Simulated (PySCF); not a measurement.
Compound: CO2.
Atom-mapped SMILES: `[O:1]=[C:2]=[O:3]`

Structure used (PBE0-D3(BJ)/def2-SVP), in Å, numbered top down from 1:
```xyz
3
CO2 angstrom
O     -1.123    0.360   -0.014
C     -0.005    0.055   -0.012
O      1.114   -0.250   -0.010
```

Computed with PBE0-D3(BJ)/def2-SVP geometry optimisation, gas phase in PySCF.

Take the most abundant isotopes and a rigid rotor. 

(1) What are the moment of inertia and the rotational constant?

(2) List the first levels of a rigid rotor in a Σ state.

(3) Has it a pure rotational spectrum?

(4) Estimate the classical rotational partition function at 25 K, 100 K and 500 K.

Results:

(1) I = 42.994 u·Å², B = 505379 MHz·u·Å²/I = 11755 MHz (0.3921 cm⁻¹, or 0.564 K as hB/k).

(2) E(J) = BJ(J+1): J = 1: 0.784, J = 2: 2.353, J = 3: 4.705, J = 4: 7.842, J = 5: 11.763, J = 6: 16.468 cm⁻¹. The exchanged nuclei have no spin, so only every second level exists.

(3) Not by electric dipole: D∞h allows no dipole (computed 0.00 D). Rotational Raman lines (ΔJ = 2) lie at B(4J + 6), spaced by 8B = 3.137 cm⁻¹ as every second level is missing.

(4) Point group D∞h, symmetry number σ = 2; q = kT/(σhB), k/h = 20836.6 MHz/K: 22.2 at 25 K, 88.6 at 100 K, 443 at 500 K.

Not checked by PBE0-D3(BJ)/def2-SVP frequencies. Zero-point vibration and centrifugal distortion are left out.
